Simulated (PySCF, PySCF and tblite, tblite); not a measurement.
**C₃H₇FO₂: conformers and averaged spectra**

Which conformers does C₃H₇FO₂ (`COCOCF`) populate, and what do their averaged NMR parameters look like?

Computed with tblite 0.8.0 (tight binding) and PySCF 2.14.0 (DFT, with response routines of our own); each step states its level. Atoms count from 0 throughout.

### Step 1. The molecule as given

13 atoms, charge 0, multiplicity 1; geometry from: MMFF94s geometry.

Bonds of the start (Å): C0–H6 1.10, C0–H7 1.09, C0–H8 1.10, C0–O1 1.40, C2–H10 1.09, C2–H9 1.10, C2–O3 1.42, C4–F5 1.35, C4–H11 1.09, C4–H12 1.10, O1–C2 1.43, O3–C4 1.42.

### Step 2. GFN2-xTB relaxation, conformer 1

What the job is given:

```
{"job": {"xc": "GFN2-xTB", "basis": "xTB", "kind": "relax"}, "charge": 0, "multiplicity": 1}
C     -1.844900     0.563800    -0.135800
O     -0.927700    -0.076400     0.712600
C     -0.049300    -0.957400     0.004800
O      0.861500    -0.233300    -0.817700
C      1.868000     0.359400    -0.008100
F      2.631000    -0.632600     0.499200
H     -2.487500    -0.165100    -0.643300
H     -1.330400     1.193600    -0.867200
H     -2.485100     1.208800     0.477700
H     -0.654300    -1.615900    -0.637900
H      0.465700    -1.595300     0.716500
H      2.497500     0.980100    -0.652100
H      1.451100     0.970900     0.805200
```

On the command line:

```sh
> OMP_NUM_THREADS=1 python ens_run.py task.json out
```

The driver reads the study from task.json and runs its stages one after another.

Output:

```text
step      E/eV     max force
  0    -621.64315    1.409
  1    -621.71363    0.427
  2    -621.73155    0.385
  3    -621.74406    0.328
  4    -621.76044    0.309
  5    -621.76666    0.177
  6    -621.76953    0.138
  7    -621.77121    0.142
  8    -621.77280    0.131
  9    -621.77398    0.100
 10    -621.77501    0.081
 11    -621.77613    0.097
 12    -621.77747    0.118
 13    -621.77867    0.094
 14    -621.77940    0.063
 15    -621.77978    0.053
 16    -621.78001    0.042
 17    -621.78014    0.030
 18    -621.78014    0.030
 19    -621.78019    0.021
 20    -621.78027    0.016
 21    -621.78030    0.022
 22    -621.78037    0.024
 23    -621.78042    0.021
 24    -621.78049    0.022
 25    -621.78056    0.025
 26    -621.78067    0.034
 27    -621.78079    0.032
 28    -621.78093    0.031
 29    -621.78110    0.037
 30    -621.78127    0.034
 31    -621.78141    0.029
 32    -621.78150    0.020
 33    -621.78155    0.021
 34    -621.78160    0.022
 35    -621.78164    0.020
 36    -621.78167    0.014
 37    -621.78172    0.020
 38    -621.78177    0.024
 39    -621.78185    0.021
 40    -621.78192    0.020
 41    -621.78199    0.023
 42    -621.78207    0.027
 43    -621.78214    0.025
 44    -621.78219    0.013
 45    -621.78221    0.009
 46    -621.78222    0.010
 47    -621.78223    0.009
 48    -621.78224    0.008
 49    -621.78225    0.007
 50    -621.78226    0.010
 51    -621.78227    0.011
 52    -621.78228    0.010
 53    -621.78229    0.006
 54    -621.78230    0.006
 55    -621.78230    0.006
 56    -621.78230    0.006
 57    -621.78231    0.005
 58    -621.78231    0.003
```

Run time: 0.25 s. Hardware: 1 thread of Arm Neoverse V1, shared host.

Gain 0.139 eV; displacement 0.08 Å root mean square.

GFN2-xTB relaxation, conformer 2:

What the job is given:

```
{"job": {"xc": "GFN2-xTB", "basis": "xTB", "kind": "relax"}, "charge": 0, "multiplicity": 1}
C     -1.774700     0.108200     0.395900
O     -0.716800    -0.811500     0.502800
C      0.098800    -0.851500    -0.655800
O      0.817600     0.354700    -0.902900
C      1.740400     0.613200     0.153500
F      1.086000     1.315600     1.105200
H     -1.408000     1.132200     0.251600
H     -2.356000     0.086700     1.328100
H     -2.437100    -0.169000    -0.430800
H     -0.545700    -1.045100    -1.529100
H      0.782100    -1.692900    -0.579700
H      2.176300    -0.293100     0.580900
H      2.532800     1.252900    -0.237300
```

Output:

```text
step      E/eV     max force
  0    -621.57696    1.634
  1    -621.65795    0.563
  2    -621.68095    0.418
  3    -621.69712    0.351
  4    -621.71373    0.296
  5    -621.72037    0.246
  6    -621.72460    0.157
  7    -621.72695    0.157
  8    -621.72836    0.122
  9    -621.72912    0.075
 10    -621.72977    0.068
 11    -621.73048    0.081
 12    -621.73121    0.089
 13    -621.73183    0.065
 14    -621.73235    0.062
 15    -621.73279    0.070
 16    -621.73308    0.045
 17    -621.73323    0.024
 18    -621.73323    0.024
 19    -621.73327    0.018
 20    -621.73334    0.014
 21    -621.73335    0.013
 22    -621.73338    0.008
 23    -621.73338    0.010
 24    -621.73340    0.011
 25    -621.73341    0.011
 26    -621.73342    0.010
 27    -621.73343    0.013
 28    -621.73345    0.013
 29    -621.73349    0.019
 30    -621.73353    0.020
 31    -621.73357    0.022
 32    -621.73361    0.019
 33    -621.73365    0.021
 34    -621.73369    0.021
 35    -621.73373    0.018
 36    -621.73376    0.018
 37    -621.73378    0.016
 38    -621.73380    0.011
 39    -621.73381    0.013
 40    -621.73383    0.016
 41    -621.73386    0.016
 42    -621.73389    0.017
 43    -621.73392    0.014
 44    -621.73395    0.012
 45    -621.73397    0.011
 46    -621.73399    0.012
 47    -621.73400    0.011
 48    -621.73401    0.007
 49    -621.73401    0.006
 50    -621.73402    0.006
 51    -621.73402    0.006
 52    -621.73403    0.005
 53    -621.73403    0.005
 54    -621.73403    0.005
 55    -621.73404    0.006
 56    -621.73404    0.009
 57    -621.73405    0.008
 58    -621.73406    0.005
 59    -621.73406    0.004
 60    -621.73406    0.004
```

Run time: 0.22 s. Hardware: 1 thread of Arm Neoverse V1, shared host.

The energy fell by 0.157 eV, and the atoms moved 0.07 Å (root mean square).

### Step 3. Shieldings, conformer 1: PBE0/pcSseg-1

What the job is given:

```
{"job": {"xc": "PBE0", "basis": "pcSseg-1", "kind": "nmr", "pop": true}, "charge": 0, "multiplicity": 1}
C     -1.822737     0.583260    -0.140185
O     -0.932930    -0.129360     0.698496
C     -0.085751    -0.987967     0.016336
O      0.879832    -0.304563    -0.762318
C      1.830001     0.358297    -0.027524
F      2.734838    -0.527286     0.511583
H     -2.489041    -0.106922    -0.668488
H     -1.278139     1.185744    -0.872633
H     -2.403834     1.230335     0.512352
H     -0.628258    -1.616519    -0.703639
H      0.400787    -1.610896     0.776316
H      2.386857     1.011397    -0.707208
H      1.403987     0.914969     0.820775
```

Output:

```text
coarse grid: 10856 points
cycle   1  E = -368.1947324571  dE =  7.489e-01  |g| = 8.023e-01  |ddm| = 2.928e+00
cycle   2  E = -368.1040897178  dE =  9.064e-02  |g| = 1.101e+00  |ddm| = 1.058e+00
cycle   3  E = -368.3016676599  dE = -1.976e-01  |g| = 5.388e-02  |ddm| = 6.402e-01
cycle   4  E = -368.3020422653  dE = -3.746e-04  |g| = 2.783e-02  |ddm| = 3.908e-02
cycle   5  E = -368.3021625506  dE = -1.203e-04  |g| = 9.311e-03  |ddm| = 2.004e-02
cycle   6  E = -368.3021763287  dE = -1.378e-05  |g| = 2.052e-03  |ddm| = 5.959e-03
cycle   7  E = -368.3021771404  dE = -8.117e-07  |g| = 4.031e-04  |ddm| = 1.437e-03
final grid: 105248 points
cycle   8  E = -368.3656965464  dE = -3.030e-05  |g| = 1.323e-02  |ddm| = 1.923e-02
cycle   9  E = -368.3656718871  dE =  2.466e-05  |g| = 1.804e-02  |ddm| = 1.497e-02
cycle  10  E = -368.3657274312  dE = -5.554e-05  |g| = 1.022e-03  |ddm| = 8.853e-03
cycle  11  E = -368.3657276584  dE = -2.272e-07  |g| = 1.837e-04  |ddm| = 8.979e-04
cycle  12  E = -368.3657276632  dE = -4.854e-09  |g| = 9.259e-05  |ddm| = 1.486e-04
cycle  13  E = -368.3657276644  dE = -1.156e-09  |g| = 1.733e-05  |ddm| = 5.091e-05
cycle  14  E = -368.3657276645  dE = -4.957e-11  |g| = 4.023e-06  |ddm| = 1.108e-05
converged SCF energy = -368.3657276645

GIAO shielding tensors (ppm)
atom      isotropic    diamagn.    paramagn.     s11        s22        s33       span
  0 C      129.406     245.458    -116.052     92.644    112.237    183.338     90.694
  1 O      290.622     396.340    -105.719    232.132    312.213    327.520     95.388
  2 C       91.443     243.745    -152.301     63.545     93.076    117.708     54.163
  3 O      224.142     397.490    -173.348    169.804    204.611    298.010    128.206
  4 C       85.673     242.172    -156.499     56.765     82.117    118.138     61.373
  5 F      359.650     471.657    -112.007    247.055    380.831    451.064    204.009
  6 H       28.558      28.959      -0.400     24.879     26.258     34.539      9.660
  7 H       27.880      30.483      -2.604     23.392     26.865     33.382      9.990
  8 H       28.001      28.772      -0.771     24.131     25.857     34.014      9.884
  9 H       27.095      29.879      -2.785     22.501     27.313     31.469      8.968
 10 H       26.294      29.577      -3.283     21.335     27.302     30.245      8.910
 11 H       26.243      28.025      -1.782     21.521     26.609     30.599      9.078
 12 H       25.888      29.920      -4.032     21.222     27.855     28.588      7.366
```

Wall time 12 s (1 thread of Arm Neoverse V1, shared host); peak memory 0.65 GiB.

In short: HOMO -8.20 eV, LUMO 1.57 eV; dipole 2.14 D.

### Step 4. Shieldings, conformer 2: PBE0/pcSseg-1

What the job is given:

```
{"job": {"xc": "PBE0", "basis": "pcSseg-1", "kind": "nmr", "pop": false}, "charge": 0, "multiplicity": 1}
C     -1.788119     0.119572     0.387615
O     -0.737211    -0.825570     0.475362
C      0.074586    -0.876053    -0.637885
O      0.843926     0.290473    -0.866190
C      1.735505     0.620672     0.120998
F      1.126035     1.292825     1.152205
H     -1.398151     1.135936     0.291749
H     -2.350016     0.029976     1.313737
H     -2.435247    -0.103399    -0.468009
H     -0.501391    -0.996751    -1.568200
H      0.739449    -1.738678    -0.483604
H      2.217065    -0.260697     0.573552
H      2.469180     1.312182    -0.309059
```

Output:

```text
coarse grid: 10856 points
cycle   1  E = -368.1924440264  dE =  7.602e-01  |g| = 8.024e-01  |ddm| = 2.925e+00
cycle   2  E = -368.1022464872  dE =  9.020e-02  |g| = 1.102e+00  |ddm| = 1.061e+00
cycle   3  E = -368.2999819728  dE = -1.977e-01  |g| = 5.352e-02  |ddm| = 6.356e-01
cycle   4  E = -368.3003369443  dE = -3.550e-04  |g| = 2.834e-02  |ddm| = 3.857e-02
cycle   5  E = -368.3004604058  dE = -1.235e-04  |g| = 9.777e-03  |ddm| = 2.050e-02
cycle   6  E = -368.3004759076  dE = -1.550e-05  |g| = 1.828e-03  |ddm| = 6.115e-03
cycle   7  E = -368.3004765560  dE = -6.483e-07  |g| = 4.259e-04  |ddm| = 1.324e-03
final grid: 105248 points
cycle   8  E = -368.3645776834  dE = -2.900e-05  |g| = 1.355e-02  |ddm| = 2.037e-02
cycle   9  E = -368.3645522362  dE =  2.545e-05  |g| = 1.840e-02  |ddm| = 1.518e-02
cycle  10  E = -368.3646100219  dE = -5.779e-05  |g| = 1.038e-03  |ddm| = 8.945e-03
cycle  11  E = -368.3646102571  dE = -2.352e-07  |g| = 1.727e-04  |ddm| = 8.914e-04
cycle  12  E = -368.3646102614  dE = -4.328e-09  |g| = 8.745e-05  |ddm| = 1.380e-04
cycle  13  E = -368.3646102624  dE = -1.031e-09  |g| = 1.770e-05  |ddm| = 4.899e-05
cycle  14  E = -368.3646102625  dE = -4.638e-11  |g| = 3.554e-06  |ddm| = 1.101e-05
converged SCF energy = -368.3646102625

GIAO shielding tensors (ppm)
atom      isotropic    diamagn.    paramagn.     s11        s22        s33       span
  0 C      129.005     245.744    -116.739     92.983    111.446    182.586     89.603
  1 O      270.935     396.658    -125.723    199.848    293.182    319.775    119.926
  2 C       84.187     242.757    -158.569     59.674     85.329    107.558     47.884
  3 O      212.075     398.742    -186.666    140.351    195.774    300.101    159.749
  4 C       78.983     237.107    -158.124     50.182     82.184    104.584     54.402
  5 F      335.325     475.969    -140.643    224.015    343.281    438.680    214.664
  6 H       27.629      30.679      -3.049     23.257     27.465     32.166      8.909
  7 H       28.010      28.955      -0.945     24.366     25.757     33.908      9.542
  8 H       28.692      29.305      -0.613     25.040     26.532     34.504      9.464
  9 H       26.775      29.651      -2.876     22.251     26.769     31.305      9.053
 10 H       26.602      29.515      -2.913     21.673     26.647     31.486      9.813
 11 H       26.262      28.363      -2.100     22.390     26.291     30.106      7.716
 12 H       25.897      27.047      -1.150     21.217     26.000     30.474      9.257
```

Wall time 10 s (1 thread of Arm Neoverse V1, shared host); peak memory 0.66 GiB.

Key values: HOMO -7.98 eV, LUMO 1.70 eV; dipole 1.41 D.

### Step 5. Boltzmann average: properties at PBE0/pcSseg-1

What the job is given:

```
{"job": {"study": "conf", "smiles": "COCOCF", "search": {"seed": 9235, "n_embed": 150, "ff_keep": 22, "window": 3.0, "nmax": 10, "temps": [180, 230, 298.15, 330, 400], "t_ref": 298.15, "order": 0.002}, "level": {"nmr": {"xc": "PBE0", "basis": "pcSseg-1"}}, "kind": "conf"}, "charge": 0, "multiplicity": 1}
C     -1.822737     0.583260    -0.140185
O     -0.932930    -0.129360     0.698496
C     -0.085751    -0.987967     0.016336
O      0.879832    -0.304563    -0.762318
C      1.830001     0.358297    -0.027524
F      2.734838    -0.527286     0.511583
H     -2.489041    -0.106922    -0.668488
H     -1.278139     1.185744    -0.872633
H     -2.403834     1.230335     0.512352
H     -0.628258    -1.616519    -0.703639
H      0.400787    -1.610896     0.776316
H      2.386857     1.011397    -0.707208
H      1.403987     0.914969     0.820775
```

Output:

```text
conformer  sym    E(xTB)   E(DFT)   G(298.15 K)  weight  dipole/D
    1     C1      0.000    0.000    0.000   0.7361    2.142
    2     C1      1.113    0.623    0.608   0.2639    1.409

mean shielding (ppm) by class
class atoms           180 K      230 K   298.15 K      330 K      400 K
  0 C  0            129.341    129.321      129.3    129.293     129.28
  1 O  1            287.443    286.428    285.426    285.068    284.448
  2 C  2             90.272     89.898     89.528     89.396     89.168
  3 O  3            222.193    221.571    220.957    220.738    220.358
  4 C  4             84.593     84.248     83.908     83.786     83.575
  5 F  5            355.723    354.469    353.231    352.788    352.022
  6 H  6,7,8         28.141     28.139     28.137     28.136     28.135
  7 H  9,10          26.693     26.693     26.693     26.693     26.693
  8 H  11,12         26.068     26.069     26.069      26.07      26.07
```

It took 26 s on 1 thread of Arm Neoverse V1, shared host. This counts the runs that the step sums up.

The search (ETKDG and KDG, MMFF94s, GFN2-xTB) embedded 150 structures, kept 12 distinct ones after the force field and 4 after xTB; 2 were carried on (window 3.0 kcal/mol at the search's own energies). Energies: PBE0/pcSseg-1 with D3(BJ).

The conformers at 298 K:

| no. | group | mirror pair | ΔE xTB | ΔE DFT | ΔG | weight (%) | μ (D) | C0–O1–C2–O3 (°) | O1–C2–O3–C4 (°) | C2–O3–C4–F5 (°) | A, B, C (GHz) |
| --- | --- | --- | --- | --- | --- | --- | --- | --- | --- | --- | --- |
| 1 | C1 | yes | 0.00 | 0.00 | 0.00 | 73.6 | 2.14 | 69 | 69 | 75 | 9.35, 1.85, 1.81 |
| 2 | C1 | yes | 1.11 | 0.62 | 0.61 | 26.4 | 1.41 | 66 | 61 | -82 | 5.61, 2.77, 2.16 |

Energies in kcal/mol. ΔG holds xTB vibrations and rotation, symmetry numbers and mirror pairs.

Weights (%) by temperature:

| no. | 180 K | 230 K | 298 K | 330 K | 400 K |
| --- | --- | --- | --- | --- | --- |
| 1 | 83.9 | 78.7 | 73.6 | 71.8 | 68.6 |
| 2 | 16.1 | 21.3 | 26.4 | 28.2 | 31.4 |

How the weights hang on the way they are made:

| scheme | 1 | 2 | mean μ (D) |
| --- | --- | --- | --- |
| DFT free energy | 74 | 26 | 1.95 |
| DFT energy, symmetry counted | 74 | 26 | 1.95 |
| DFT energy alone | 74 | 26 | 1.95 |
| xTB energy, symmetry counted | 87 | 13 | 2.04 |
| xTB free energy | 86 | 14 | 2.04 |
| lowest conformer only | 100 | 0 | 2.14 |
| equal weights | 50 | 50 | 1.78 |
| conformers found from three starts alone | 100 | 0 | 2.14 |

Shifts against references run at the same level (19F CFCl3 170.9, 17O H2O 336.1, 1H TMS 31.72, 13C TMS 186.9 ppm of shielding), by class of atoms, at 298 K:

| atoms | environment | no. 1 | no. 2 | average |
| --- | --- | --- | --- | --- |
| C4 | sp3 CH2 bonded to F and O | 101.3 | 107.9 | 103.0 |
| C2 | sp3 carbon bearing two oxygens | 95.5 | 102.7 | 97.4 |
| C0 | methyl carbon bonded to O | 57.5 | 57.9 | 57.6 |
| H11, H12 | hydrogen on an sp3 CH2 bonded to F and O | 5.65 | 5.64 | 5.65 |
| H9, H10 | hydrogen on an sp3 carbon bearing two oxygens | 5.02 | 5.03 | 5.02 |
| H6, H7, H8 | hydrogen on a methyl carbon bonded to O | 3.57 | 3.61 | 3.58 |
| O3 | ether oxygen | 111.9 | 124.0 | 115.1 |
| O1 | ether oxygen | 45.5 | 65.1 | 50.7 |
| F5 | fluorine on an sp3 carbon | -188.7 | -164.4 | -182.3 |

Effective distances for nuclear Overhauser effects, ⟨r⁻⁶⟩^(−1/6) over all pairs of two classes (Å): H6···H9 2.98; H9···H11 3.09; H6···H11 3.91.

### Step 6. Summary of results

| quantity | value |
| --- | --- |
| conformers | 2; the first in weight is no. 1 (C1), 74 % at 298 K |
| root-mean-square dipole | 1.98 D |
| averaged 13C shifts (PBE0/pcSseg-1) | 103.0, 97.4, 57.6 ppm |
| averaged 1H shifts (PBE0/pcSseg-1) | 5.65, 5.02, 3.58 ppm |
| averaged 19F shifts (PBE0/pcSseg-1) | -182.3 ppm |

In words: Conformer 1 leads with 74 % at 298 K, and its share goes from 84 % at 180 K to 69 % at 400 K. Among conformers over 5 %, C2 differs by 7.3 ppm, while the average moves by 1.1 ppm from 180 to 400 K.
